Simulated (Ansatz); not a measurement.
hcp Be

These are r²SCAN (Ansatz, a first-principles code, plane waves, PAW) values and carry that method's errors.

Run with plane-wave cutoff 560 eV, 30×30×16 k mesh (along the axes of the cell as run), Fermi–Dirac smearing 0.05 eV, scalar-relativistic PAW data made under PBE.

Cell (relaxed at this level):

```yaml
crystal:
  lattice:
    - [1.13175, -1.96025, 0.00000]
    - [1.13175, 1.96025, 0.00000]
    - [0.00000, 0.00000, 3.56430]
  atoms:
    - { symbol: Be, position: [0.33333, 0.66667, 0.25000] }
    - { symbol: Be, position: [0.66667, 0.33333, 0.75000] }
```

```yaml
bulk_modulus: 124 GPa
band_gap: zero (no gap)
pressure derivative B′ of the bulk modulus: 3.3
```

Measured, for comparison: bulk modulus 117 GPa (room temperature, no zero-point or thermal correction, our sources range from 97.2 to 117; as tabulated in arXiv:2410.04971). Computed (rounded) less measured: bulk modulus not scored (sources differ). A static lattice is as a rule a little smaller and stiffer than an uncorrected measurement, which narrows the difference in the bulk modulus and would widen misses of the other sign.

Note: the bulk modulus comes from volumes at which shape and atoms were relaxed.

The computed numbers hold no vibrational or temperature effects.
